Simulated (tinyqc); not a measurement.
Worked calculation (part 2 of 2): UHF in the sto-3g basis, for LiH+, spin multiplicity 2. Computed by tinyqc, a small Python program that keeps every step (integrals from PySCF). Command: `OMP_NUM_THREADS=1 python tinyqc.py 31928 31929 out.jsonl` (the two numbers bound the seeds that draw the settings). One thread of a shared host (Intel(R) Xeon(R) Processor @ 2.60GHz), about 0.08 s of CPU time with the checks.

Geometry (angstrom):
```
atom         x         y         z
Li    0.000000  0.000000  0.000000
H     0.000000  0.000000  2.939000
```

## Iteration 3: building the Fock matrix

D(alpha) after iteration 2, order 1Li 1s, 1Li 2s, 1Li 2px, 1Li 2py, 1Li 2pz, 2H 1s:
$$\begin{pmatrix}
0.986735 & 0.022058 & 0.000000 & 0.000000 & -0.009390 & -0.048343 \\
0.022058 & 0.031224 & 0.000000 & 0.000000 & 0.032674 & 0.157969 \\
0.000000 & 0.000000 & 0.000000 & 0.000000 & 0.000000 & 0.000000 \\
0.000000 & 0.000000 & 0.000000 & 0.000000 & 0.000000 & 0.000000 \\
-0.009390 & 0.032674 & 0.000000 & 0.000000 & 0.035278 & 0.170656 \\
-0.048343 & 0.157969 & 0.000000 & 0.000000 & 0.170656 & 0.825550
\end{pmatrix}$$

D(beta) after iteration 2, order 1Li 1s, 1Li 2s, 1Li 2px, 1Li 2py, 1Li 2pz, 2H 1s:
$$\begin{pmatrix}
0.984468 & 0.030326 & 0.000000 & 0.000000 & -0.000130 & -0.002747 \\
0.030326 & 0.000934 & 0.000000 & 0.000000 & -0.000004 & -0.000085 \\
0.000000 & 0.000000 & 0.000000 & 0.000000 & 0.000000 & 0.000000 \\
0.000000 & 0.000000 & 0.000000 & 0.000000 & 0.000000 & 0.000000 \\
-0.000130 & -0.000004 & 0.000000 & 0.000000 & 0.000000 & 0.000000 \\
-0.002747 & -0.000085 & 0.000000 & 0.000000 & 0.000000 & 0.000008
\end{pmatrix}$$

core Hamiltonian H = T + V (hartree), order 1Li 1s, 1Li 2s, 1Li 2px, 1Li 2py, 1Li 2pz, 2H 1s:
$$\begin{pmatrix}
-4.586148 & -1.027998 & 0.000000 & 0.000000 & -0.004773 & -0.010442 \\
-1.027998 & -1.283460 & 0.000000 & 0.000000 & -0.055942 & -0.173066 \\
0.000000 & 0.000000 & -1.044044 & 0.000000 & 0.000000 & 0.000000 \\
0.000000 & 0.000000 & 0.000000 & -1.044044 & 0.000000 & 0.000000 \\
-0.004773 & -0.055942 & 0.000000 & 0.000000 & -1.080303 & -0.261097 \\
-0.010442 & -0.173066 & 0.000000 & 0.000000 & -0.261097 & -1.006742
\end{pmatrix}$$

Two-electron integrals (ij|kl) in chemists' order, unique and non-zero (hartree):
```
(11|11) 1.680395   (21|11) 0.265420   (21|21) 0.049941   (22|11) 0.397727
(22|21) 0.092860   (22|22) 0.290562   (31|31) 0.008981   (32|31) 0.013788
(32|32) 0.064184   (33|11) 0.396640   (33|21) 0.092880   (33|22) 0.290497
(33|33) 0.312946   (41|41) 0.008981   (42|41) 0.013788   (42|42) 0.064184
(43|43) 0.016869   (44|11) 0.396640   (44|21) 0.092880   (44|22) 0.290497
(44|33) 0.279207   (44|44) 0.312946   (51|51) 0.008981   (52|51) 0.013788
(52|52) 0.064184   (53|53) 0.016869   (54|54) 0.016869   (55|11) 0.396640
(55|21) 0.092880   (55|22) 0.290497   (55|33) 0.279207   (55|44) 0.279207
(55|55) 0.312946   (61|11) 0.002250   (61|21) 0.000441   (61|22) 0.000888
(61|33) 0.000871   (61|44) 0.000871   (61|51) 0.000074   (61|52) 0.000155
(61|55) 0.000923   (61|61) 4.73e-06   (62|11) 0.030015   (62|21) 0.007211
(62|22) 0.027788   (62|33) 0.026122   (62|44) 0.026122   (62|51) 0.000963
(62|52) 0.008701   (62|55) 0.031086   (62|61) 0.000085   (62|62) 0.007437
(63|31) 0.000230   (63|32) 0.001643   (63|53) 0.000882   (63|63) 0.000241
(64|41) 0.000230   (64|42) 0.001643   (64|54) 0.000882   (64|64) 0.000241
(65|11) 0.045403   (65|21) 0.010926   (65|22) 0.042503   (65|33) 0.039787
(65|44) 0.039787   (65|51) 0.001493   (65|52) 0.013640   (65|55) 0.047881
(65|61) 0.000130   (65|62) 0.011805   (65|65) 0.018762   (66|11) 0.180053
(66|21) 0.043417   (66|22) 0.177932   (66|33) 0.166419   (66|44) 0.166419
(66|51) 0.004772   (66|52) 0.054668   (66|55) 0.200612   (66|61) 0.000499
(66|62) 0.066648   (66|65) 0.106999   (66|66) 0.774606
```

nuclear repulsion = 0.54016047 hartree

J_ij = sum D_kl (ij|kl) with D = D(alpha) + D(beta), K_ij = sum D_kl (ik|jl) for each spin; F = H + J - K(s); E = tr D H + tr D J / 2 - 0.5 sum_s tr D(s) K(s) + E_nn.

Coulomb J (hartree), order 1Li 1s, 1Li 2s, 1Li 2px, 1Li 2py, 1Li 2pz, 2H 1s:
$$\begin{pmatrix}
3.540379 & 0.576497 & 0.000000 & 0.000000 & 0.005476 & 0.005034 \\
0.576497 & 0.983405 & 0.000000 & 0.000000 & 0.056450 & 0.123853 \\
0.000000 & 0.000000 & 0.969907 & 0.000000 & 0.000000 & 0.000000 \\
0.000000 & 0.000000 & 0.000000 & 0.969907 & 0.000000 & 0.000000 \\
0.005476 & 0.056450 & 0.000000 & 0.000000 & 1.003651 & 0.193015 \\
0.005034 & 0.123853 & 0.000000 & 0.000000 & 0.193015 & 1.072746
\end{pmatrix}$$

exchange K(alpha) (hartree), order 1Li 1s, 1Li 2s, 1Li 2px, 1Li 2py, 1Li 2pz, 2H 1s:
$$\begin{pmatrix}
1.671641 & 0.275228 & 0.000000 & 0.000000 & -0.000252 & 0.002547 \\
0.275228 & 0.081904 & 0.000000 & 0.000000 & 0.035479 & 0.097077 \\
0.000000 & 0.000000 & 0.013067 & 0.000000 & 0.000000 & 0.000000 \\
0.000000 & 0.000000 & 0.000000 & 0.013067 & 0.000000 & 0.000000 \\
-0.000252 & 0.035479 & 0.000000 & 0.000000 & 0.058511 & 0.139532 \\
0.002547 & 0.097077 & 0.000000 & 0.000000 & 0.139532 & 0.698676
\end{pmatrix}$$

exchange K(beta) (hartree), order 1Li 1s, 1Li 2s, 1Li 2px, 1Li 2py, 1Li 2pz, 2H 1s:
$$\begin{pmatrix}
1.670427 & 0.274876 & 0.000000 & 0.000000 & -0.000179 & 0.002641 \\
0.274876 & 0.055025 & 0.000000 & 0.000000 & -0.000052 & 0.000569 \\
0.000000 & 0.000000 & 0.009737 & 0.000000 & 0.000000 & 0.000000 \\
0.000000 & 0.000000 & 0.000000 & 0.009737 & 0.000000 & 0.000000 \\
-0.000179 & -0.000052 & 0.000000 & 0.000000 & 0.009728 & 0.000096 \\
0.002641 & 0.000569 & 0.000000 & 0.000000 & 0.000096 & 0.000009
\end{pmatrix}$$

F(alpha) (hartree), order 1Li 1s, 1Li 2s, 1Li 2px, 1Li 2py, 1Li 2pz, 2H 1s:
$$\begin{pmatrix}
-2.717411 & -0.726730 & 0.000000 & 0.000000 & 0.000955 & -0.007955 \\
-0.726730 & -0.381960 & 0.000000 & 0.000000 & -0.034971 & -0.146289 \\
0.000000 & 0.000000 & -0.087204 & 0.000000 & 0.000000 & 0.000000 \\
0.000000 & 0.000000 & 0.000000 & -0.087204 & 0.000000 & 0.000000 \\
0.000955 & -0.034971 & 0.000000 & 0.000000 & -0.135163 & -0.207614 \\
-0.007955 & -0.146289 & 0.000000 & 0.000000 & -0.207614 & -0.632671
\end{pmatrix}$$

F(beta) (hartree), order 1Li 1s, 1Li 2s, 1Li 2px, 1Li 2py, 1Li 2pz, 2H 1s:
$$\begin{pmatrix}
-2.716197 & -0.726378 & 0.000000 & 0.000000 & 0.000881 & -0.008049 \\
-0.726378 & -0.355081 & 0.000000 & 0.000000 & 0.000561 & -0.049782 \\
0.000000 & 0.000000 & -0.083874 & 0.000000 & 0.000000 & 0.000000 \\
0.000000 & 0.000000 & 0.000000 & -0.083874 & 0.000000 & 0.000000 \\
0.000881 & 0.000561 & 0.000000 & 0.000000 & -0.086379 & -0.068179 \\
-0.008049 & -0.049782 & 0.000000 & 0.000000 & -0.068179 & 0.065996
\end{pmatrix}$$

total energy of this density = -7.60687804 hartree

## Iteration 3: DIIS over 2 matrices

error matrix X^T (FDS - SDF) X (alpha):
$$\begin{pmatrix}
0.000000 & -0.001901 & 0.000000 & 0.000000 & 0.000829 & -0.002286 \\
0.001901 & 0.000000 & 0.000000 & 0.000000 & -0.001090 & 0.016439 \\
0.000000 & 0.000000 & 0.000000 & 0.000000 & 0.000000 & 0.000000 \\
0.000000 & 0.000000 & 0.000000 & 0.000000 & 0.000000 & 0.000000 \\
-0.000829 & 0.001090 & 0.000000 & 0.000000 & 0.000000 & 0.025258 \\
0.002286 & -0.016439 & 0.000000 & 0.000000 & -0.025258 & 0.000000
\end{pmatrix}$$

B (overlaps of the stored error matrices):
$$\begin{pmatrix}
1.1093386e-02 & 4.4712828e-03 \\
4.4712828e-03 & 1.8414135e-03
\end{pmatrix}$$

Minimise |sum c_i e_i|^2 with sum c_i = 1: solve [B -1; -1 0][c; lambda] = [0; -1] with B_ij = tr e_i^T e_j summed over both spins, and take F = sum c_i F_i.

DIIS coefficients: [-0.658746, 1.658746]

extrapolated F(alpha) (hartree), order 1Li 1s, 1Li 2s, 1Li 2px, 1Li 2py, 1Li 2pz, 2H 1s:
$$\begin{pmatrix}
-2.729107 & -0.728615 & 0.000000 & 0.000000 & 0.000343 & -0.007855 \\
-0.728615 & -0.380263 & 0.000000 & 0.000000 & -0.024411 & -0.139606 \\
0.000000 & 0.000000 & -0.092371 & 0.000000 & 0.000000 & 0.000000 \\
0.000000 & 0.000000 & 0.000000 & -0.092371 & 0.000000 & 0.000000 \\
0.000343 & -0.024411 & 0.000000 & 0.000000 & -0.124564 & -0.196602 \\
-0.007855 & -0.139606 & 0.000000 & 0.000000 & -0.196602 & -0.644348
\end{pmatrix}$$

extrapolated F(beta) (hartree), order 1Li 1s, 1Li 2s, 1Li 2px, 1Li 2py, 1Li 2pz, 2H 1s:
$$\begin{pmatrix}
-2.728554 & -0.728817 & 0.000000 & 0.000000 & 0.000388 & -0.008074 \\
-0.728817 & -0.361707 & 0.000000 & 0.000000 & 0.000001 & -0.047996 \\
0.000000 & 0.000000 & -0.090819 & 0.000000 & 0.000000 & 0.000000 \\
0.000000 & 0.000000 & 0.000000 & -0.090819 & 0.000000 & 0.000000 \\
0.000388 & 0.000001 & 0.000000 & 0.000000 & -0.092912 & -0.065163 \\
-0.008074 & -0.047996 & 0.000000 & 0.000000 & -0.065163 & 0.101689
\end{pmatrix}$$

## Iteration 3: diagonalisation and new density

X, order 1Li 1s, 1Li 2s, 1Li 2px, 1Li 2py, 1Li 2pz, 2H 1s:
$$\begin{pmatrix}
1.023042 & -0.126517 & 0.000000 & 0.000000 & -0.002013 & 0.011677 \\
-0.126517 & 1.030078 & 0.000000 & 0.000000 & 0.010876 & -0.070473 \\
0.000000 & 0.000000 & 1.000000 & 0.000000 & 0.000000 & 0.000000 \\
0.000000 & 0.000000 & 0.000000 & 1.000000 & 0.000000 & 0.000000 \\
-0.002013 & 0.010876 & 0.000000 & 0.000000 & 1.016204 & -0.105599 \\
0.011677 & -0.070473 & 0.000000 & 0.000000 & -0.105599 & 1.023193
\end{pmatrix}$$

Diagonalise F' = X^T F X, C = X C', fill 2 alpha and 1 beta electrons from the bottom; D(s) = C_occ C_occ^T. Each column has its largest component positive (the first on a tie).

F' = X^T F X (alpha) (hartree):
$$\begin{pmatrix}
-2.673668 & -0.378473 & 0.000000 & 0.000000 & -0.001014 & 0.020135 \\
-0.378473 & -0.240588 & 0.000000 & 0.000000 & -0.004722 & -0.084801 \\
0.000000 & 0.000000 & -0.092371 & 0.000000 & 0.000000 & 0.000000 \\
0.000000 & 0.000000 & 0.000000 & -0.092371 & 0.000000 & 0.000000 \\
-0.001014 & -0.004722 & 0.000000 & 0.000000 & -0.093872 & -0.124253 \\
0.020135 & -0.084801 & 0.000000 & 0.000000 & -0.124253 & -0.614967
\end{pmatrix}$$

orbital energies (alpha) (hartree): MO1 -2.731206, MO2 -0.658524, MO3 -0.169652, MO4 -0.092371, MO5 -0.092371, MO6 -0.063713

coefficients C (alpha), order 1Li 1s, 1Li 2s, 1Li 2px, 1Li 2py, 1Li 2pz, 2H 1s:
$$\begin{pmatrix}
0.992409 & -0.035587 & -0.273256 & 0.000000 & 0.000000 & -0.044177 \\
0.029798 & 0.118897 & 1.019033 & 0.000000 & 0.000000 & 0.169406 \\
0.000000 & 0.000000 & 0.000000 & 0.609388 & 0.792872 & 0.000000 \\
0.000000 & 0.000000 & 0.000000 & 0.792872 & -0.609388 & 0.000000 \\
0.000496 & 0.116809 & -0.151112 & 0.000000 & 0.000000 & 1.003725 \\
-0.002527 & 0.947935 & -0.196057 & 0.000000 & 0.000000 & -0.355177
\end{pmatrix}$$

F' = X^T F X (beta) (hartree):
$$\begin{pmatrix}
-2.672908 & -0.379908 & 0.000000 & 0.000000 & -0.002273 & 0.016970 \\
-0.379908 & -0.230088 & 0.000000 & 0.000000 & 0.007338 & -0.043179 \\
0.000000 & 0.000000 & -0.090819 & 0.000000 & 0.000000 & 0.000000 \\
0.000000 & 0.000000 & 0.000000 & -0.090819 & 0.000000 & 0.000000 \\
-0.002273 & 0.007338 & 0.000000 & 0.000000 & -0.080745 & -0.070212 \\
0.016970 & -0.043179 & 0.000000 & 0.000000 & -0.070212 & 0.125264
\end{pmatrix}$$

orbital energies (beta) (hartree): MO1 -2.730665, MO2 -0.179187, MO3 -0.101929, MO4 -0.090819, MO5 -0.090819, MO6 0.153305

coefficients C (beta), order 1Li 1s, 1Li 2s, 1Li 2px, 1Li 2py, 1Li 2pz, 2H 1s:
$$\begin{pmatrix}
0.992401 & -0.272897 & 0.023452 & 0.000000 & 0.000000 & 0.053672 \\
0.029833 & 1.013819 & -0.089078 & 0.000000 & 0.000000 & -0.213303 \\
0.000000 & 0.000000 & 0.000000 & 0.998008 & -0.063095 & 0.000000 \\
0.000000 & 0.000000 & 0.000000 & 0.063095 & 0.998008 & 0.000000 \\
0.000365 & 0.029192 & 0.941861 & 0.000000 & 0.000000 & -0.394955 \\
-0.002752 & 0.084011 & 0.191314 & 0.000000 & 0.000000 & 1.009708
\end{pmatrix}$$

D(alpha) after iteration 3, order 1Li 1s, 1Li 2s, 1Li 2px, 1Li 2py, 1Li 2pz, 2H 1s:
$$\begin{pmatrix}
0.986142 & 0.025341 & 0.000000 & 0.000000 & -0.003664 & -0.036242 \\
0.025341 & 0.015025 & 0.000000 & 0.000000 & 0.013903 & 0.112632 \\
0.000000 & 0.000000 & 0.000000 & 0.000000 & 0.000000 & 0.000000 \\
0.000000 & 0.000000 & 0.000000 & 0.000000 & 0.000000 & 0.000000 \\
-0.003664 & 0.013903 & 0.000000 & 0.000000 & 0.013645 & 0.110726 \\
-0.036242 & 0.112632 & 0.000000 & 0.000000 & 0.110726 & 0.898588
\end{pmatrix}$$

D(beta) after iteration 3, order 1Li 1s, 1Li 2s, 1Li 2px, 1Li 2py, 1Li 2pz, 2H 1s:
$$\begin{pmatrix}
0.984859 & 0.029606 & 0.000000 & 0.000000 & 0.000363 & -0.002731 \\
0.029606 & 0.000890 & 0.000000 & 0.000000 & 0.000011 & -0.000082 \\
0.000000 & 0.000000 & 0.000000 & 0.000000 & 0.000000 & 0.000000 \\
0.000000 & 0.000000 & 0.000000 & 0.000000 & 0.000000 & 0.000000 \\
0.000363 & 0.000011 & 0.000000 & 0.000000 & 0.000000 & -0.000001 \\
-0.002731 & -0.000082 & 0.000000 & 0.000000 & -0.000001 & 0.000008
\end{pmatrix}$$

Within a degenerate level the vectors are fixed only up to a rotation; this is one choice.

## Iteration 6 (converged): orbitals

converged F(alpha) (hartree), order 1Li 1s, 1Li 2s, 1Li 2px, 1Li 2py, 1Li 2pz, 2H 1s:
$$\begin{pmatrix}
-2.726589 & -0.728478 & 0.000000 & 0.000000 & 0.000375 & -0.007950 \\
-0.728478 & -0.378324 & 0.000000 & 0.000000 & -0.025023 & -0.135152 \\
0.000000 & 0.000000 & -0.091131 & 0.000000 & 0.000000 & 0.000000 \\
0.000000 & 0.000000 & 0.000000 & -0.091131 & 0.000000 & 0.000000 \\
0.000375 & -0.025023 & 0.000000 & 0.000000 & -0.126814 & -0.194725 \\
-0.007950 & -0.135152 & 0.000000 & 0.000000 & -0.194725 & -0.641116
\end{pmatrix}$$

converged F(beta) (hartree), order 1Li 1s, 1Li 2s, 1Li 2px, 1Li 2py, 1Li 2pz, 2H 1s:
$$\begin{pmatrix}
-2.725999 & -0.728399 & 0.000000 & 0.000000 & 0.000331 & -0.008081 \\
-0.728399 & -0.360433 & 0.000000 & 0.000000 & -0.000203 & -0.048339 \\
0.000000 & 0.000000 & -0.089454 & 0.000000 & 0.000000 & 0.000000 \\
0.000000 & 0.000000 & 0.000000 & -0.089454 & 0.000000 & 0.000000 \\
0.000331 & -0.000203 & 0.000000 & 0.000000 & -0.091561 & -0.065733 \\
-0.008081 & -0.048339 & 0.000000 & 0.000000 & -0.065733 & 0.096124
\end{pmatrix}$$

As before.

F' = X^T F X (alpha) (hartree):
$$\begin{pmatrix}
-2.671052 & -0.378804 & 0.000000 & 0.000000 & -0.000815 & 0.019513 \\
-0.378804 & -0.239176 & 0.000000 & 0.000000 & -0.005971 & -0.080342 \\
0.000000 & 0.000000 & -0.091131 & 0.000000 & 0.000000 & 0.000000 \\
0.000000 & 0.000000 & 0.000000 & -0.091131 & 0.000000 & 0.000000 \\
-0.000815 & -0.005971 & 0.000000 & 0.000000 & -0.096586 & -0.122261 \\
0.019513 & -0.080342 & 0.000000 & 0.000000 & -0.122261 & -0.612658
\end{pmatrix}$$

orbital energies (alpha) (hartree): MO1 -2.728716, MO2 -0.654239, MO3 -0.168946, MO4 -0.091131, MO5 -0.091131, MO6 -0.067572

coefficients C (alpha), order 1Li 1s, 1Li 2s, 1Li 2px, 1Li 2py, 1Li 2pz, 2H 1s:
$$\begin{pmatrix}
0.992353 & -0.033544 & -0.274420 & 0.000000 & 0.000000 & -0.039573 \\
0.030007 & 0.111214 & 1.022617 & 0.000000 & 0.000000 & 0.152113 \\
0.000000 & 0.000000 & 0.000000 & 0.557441 & 0.830216 & 0.000000 \\
0.000000 & 0.000000 & 0.000000 & 0.830216 & -0.557441 & 0.000000 \\
0.000500 & 0.116447 & -0.133077 & 0.000000 & 0.000000 & 1.006317 \\
-0.002561 & 0.949857 & -0.195156 & 0.000000 & 0.000000 & -0.350510
\end{pmatrix}$$

F' = X^T F X (beta) (hartree):
$$\begin{pmatrix}
-2.670321 & -0.379959 & 0.000000 & 0.000000 & -0.002315 & 0.016958 \\
-0.379959 & -0.228785 & 0.000000 & 0.000000 & 0.007198 & -0.043219 \\
0.000000 & 0.000000 & -0.089454 & 0.000000 & 0.000000 & 0.000000 \\
0.000000 & 0.000000 & 0.000000 & -0.089454 & 0.000000 & 0.000000 \\
-0.002315 & 0.007198 & 0.000000 & 0.000000 & -0.079293 & -0.070349 \\
0.016958 & -0.043219 & 0.000000 & 0.000000 & -0.070349 & 0.119630
\end{pmatrix}$$

orbital energies (beta) (hartree): MO1 -2.728122, MO2 -0.178035, MO3 -0.101100, MO4 -0.089454, MO5 -0.089454, MO6 0.148488

coefficients C (beta), order 1Li 1s, 1Li 2s, 1Li 2px, 1Li 2py, 1Li 2pz, 2H 1s:
$$\begin{pmatrix}
0.992374 & -0.272673 & 0.025504 & 0.000000 & 0.000000 & 0.054354 \\
0.029930 & 1.012586 & -0.096863 & 0.000000 & 0.000000 & -0.215740 \\
0.000000 & 0.000000 & 0.000000 & 0.973499 & -0.228689 & 0.000000 \\
0.000000 & 0.000000 & 0.000000 & 0.228689 & 0.973499 & 0.000000 \\
0.000390 & 0.033592 & 0.938519 & 0.000000 & 0.000000 & -0.402488 \\
-0.002763 & 0.088342 & 0.198773 & 0.000000 & 0.000000 & 1.007896
\end{pmatrix}$$

D(alpha) after iteration 6, order 1Li 1s, 1Li 2s, 1Li 2px, 1Li 2py, 1Li 2pz, 2H 1s:
$$\begin{pmatrix}
0.985890 & 0.026047 & 0.000000 & 0.000000 & -0.003410 & -0.034404 \\
0.026047 & 0.013269 & 0.000000 & 0.000000 & 0.012965 & 0.105560 \\
0.000000 & 0.000000 & 0.000000 & 0.000000 & 0.000000 & 0.000000 \\
0.000000 & 0.000000 & 0.000000 & 0.000000 & 0.000000 & 0.000000 \\
-0.003410 & 0.012965 & 0.000000 & 0.000000 & 0.013560 & 0.110606 \\
-0.034404 & 0.105560 & 0.000000 & 0.000000 & 0.110606 & 0.902234
\end{pmatrix}$$

D(beta) after iteration 6, order 1Li 1s, 1Li 2s, 1Li 2px, 1Li 2py, 1Li 2pz, 2H 1s:
$$\begin{pmatrix}
0.984807 & 0.029702 & 0.000000 & 0.000000 & 0.000387 & -0.002742 \\
0.029702 & 0.000896 & 0.000000 & 0.000000 & 0.000012 & -0.000083 \\
0.000000 & 0.000000 & 0.000000 & 0.000000 & 0.000000 & 0.000000 \\
0.000000 & 0.000000 & 0.000000 & 0.000000 & 0.000000 & 0.000000 \\
0.000387 & 0.000012 & 0.000000 & 0.000000 & 0.000000 & -0.000001 \\
-0.002742 & -0.000083 & 0.000000 & 0.000000 & -0.000001 & 0.000008
\end{pmatrix}$$

Within a degenerate level the vectors are fixed only up to a rotation; this is one choice.

## Convergence

Stop when the energy changes by less than 1e-08 hartree and every element of the error matrix X^T (F D S - S D F) X (for each spin) is below 3e-05.

Course of the cycle:
```
iteration  E (hartree)     change  largest element of the error matrix
1          -7.50133958          -                             1.55e-01
2          -7.59289598  -9.16e-02                             6.63e-02
3          -7.60687804  -1.40e-02                             2.53e-02
4          -7.60965678  -2.78e-03                             2.21e-03
5          -7.60967395  -1.72e-05                             7.80e-05
6          -7.60967395  -6.44e-09                             1.20e-05
```

PySCF UHF in the same basis, after a stability check = -7.60967395 hartree

Converged in 6 iterations.

## Populations, bond orders and dipole

overlap S, order 1Li 1s, 1Li 2s, 1Li 2px, 1Li 2py, 1Li 2pz, 2H 1s:
$$\begin{pmatrix}
1.000000 & 0.241137 & 0.000000 & 0.000000 & 0.000000 & 0.002355 \\
0.241137 & 1.000000 & 0.000000 & 0.000000 & 0.000000 & 0.131082 \\
0.000000 & 0.000000 & 1.000000 & 0.000000 & 0.000000 & 0.000000 \\
0.000000 & 0.000000 & 0.000000 & 1.000000 & 0.000000 & 0.000000 \\
0.000000 & 0.000000 & 0.000000 & 0.000000 & 1.000000 & 0.203303 \\
0.002355 & 0.131082 & 0.000000 & 0.000000 & 0.203303 & 1.000000
\end{pmatrix}$$

Mulliken: Z minus the diagonal of D S on the atom; Loewdin: the same with S^(1/2) D S^(1/2); Mayer order: 2 sum_s sum (D(s) S)_ij (D(s) S)_ji over the two atoms.

Charges (e):
```
atom  Mulliken   Loewdin  Mulliken spin
1Li   0.938467  0.925780       0.061513
2H    0.061533  0.074220       0.938487
```

Mayer bond orders:
```
pair     order
2-1   0.115456
```

dipole moment about the origin, x y z (debye): [0.000000, 0.000000, 0.431069]

<S^2> of the determinant (pure state: 0.75) = 0.750000
